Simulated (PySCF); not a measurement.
Other spins and charges of GaH2, doublet at one geometry

Geometry (PBE0/def2-TZVP stationary point for this spin, not checked as a minimum):

```xyz
3

Ga    0.0000   -0.0222    0.0000
H     0.0000    0.7688   -1.3831
H     0.0000    0.7688    1.3831
```

Basis aug-cc-pVDZ; PySCF 2.14.0. Only valence electrons are correlated (noble-gas cores and the filled d shells of p-block atoms frozen). R marks a restricted (for open shells ROHF) determinant. No spin–orbit coupling is included, and no scalar relativity.

Gaps are energies of the second state less the first, at fixed atoms, for a selection of the levels run; mean-field and cluster levels share one orbital occupation for each state, and full CI takes the lowest of the symmetries tried.

The highest occupied Kohn–Sham level of the anion is positive, up to +1.55 eV, so in those functionals the extra electron is held by the basis alone, which enters their differences from the reference.

Quartet less doublet: 4.429 eV at RCCSDT.

```csv
level,gap (eV),error (meV)
RHF,4.462,33
RMP2,4.412,-17
RCCSD,4.462,33
RCCSD(T),4.436,7
PBE,4.235,-194
r2SCAN,4.176,-253
PBE0,4.329,-100
B3LYP,4.467,38
wB97M-V,4.614,185
B2PLYP,4.485,56
```

**Question.** PBE gives -0.762 eV for adding an electron, to the singlet. Estimate what RCCSDT gives in aug-cc-pVDZ.

**Answer.** RCCSDT in aug-cc-pVDZ gives -0.614 eV, so against it PBE is off by -0.148 eV, of which a good part can be the reference's own basis and frozen-core error.

| level | gap (eV) | error (meV) |
| --- | --- | --- |
| RHF | 0.232 | 846 |
| RMP2 | -0.413 | 201 |
| RCCSD | -0.569 | 45 |
| RCCSD(T) | -0.607 | 7 |
| r2SCAN | -0.640 | -26 |
| PBE0 | -0.668 | -54 |
| B3LYP | -0.833 | -219 |
| wB97M-V | -0.700 | -86 |
| B2PLYP | -0.640 | -26 |

Wrong sign: RHF.

**Question.** PBE gives -0.483 eV for adding an electron, to the triplet. Estimate what RCCSDT gives in aug-cc-pVDZ.

**Answer.** RCCSDT in aug-cc-pVDZ gives -0.347 eV, so against it PBE is off by -0.136 eV, of which a good part can be the reference's own basis and frozen-core error.

| level | gap (eV) | error (meV) |
| --- | --- | --- |
| RHF | 0.010 | 357 |
| RMP2 | -0.278 | 69 |
| RCCSD | -0.318 | 29 |
| RCCSD(T) | -0.341 | 6 |
| r2SCAN | -0.524 | -177 |
| PBE0 | -0.445 | -98 |
| B3LYP | -0.421 | -74 |
| wB97M-V | -0.293 | 54 |
| B2PLYP | -0.291 | 56 |

Wrong sign: RHF.

**Question.** PBE gives 7.965 eV for removing an electron, to the singlet. Estimate what RCCSDT gives in aug-cc-pVDZ.

**Answer.** RCCSDT in aug-cc-pVDZ gives 7.749 eV, so against it PBE is off by 0.216 eV, of which a good part can be the reference's own basis and frozen-core error.

| level | gap (eV) | error (meV) |
| --- | --- | --- |
| RHF | 7.585 | -164 |
| RMP2 | 7.729 | -20 |
| RCCSD | 7.734 | -15 |
| RCCSD(T) | 7.745 | -4 |
| r2SCAN | 8.145 | 396 |
| PBE0 | 8.018 | 269 |
| B3LYP | 8.077 | 328 |
| wB97M-V | 7.929 | 180 |
| B2PLYP | 7.899 | 150 |

Removing an electron, to the triplet: 10.848 eV at RCCSDT.

```tsv
level	gap (eV)	error (meV)
RHF	10.516	-332
RMP2	10.751	-97
RCCSD	10.841	-7
RCCSD(T)	10.846	-2
PBE	10.745	-103
r2SCAN	10.772	-76
PBE0	10.833	-15
B3LYP	10.904	56
wB97M-V	11.002	154
B2PLYP	10.802	-46
```

In so small a basis the reference is far from its limit while semilocal and hybrid functionals are nearer theirs (RPA and double hybrids share part of the reference's basis error), so the functionals' errors here hold much of the reference's basis and frozen-core error, which can add to them or hide them.

Full CI isn't at hand for all of this; RCCSDT serves as the reference. It lacks quadruple excitations.
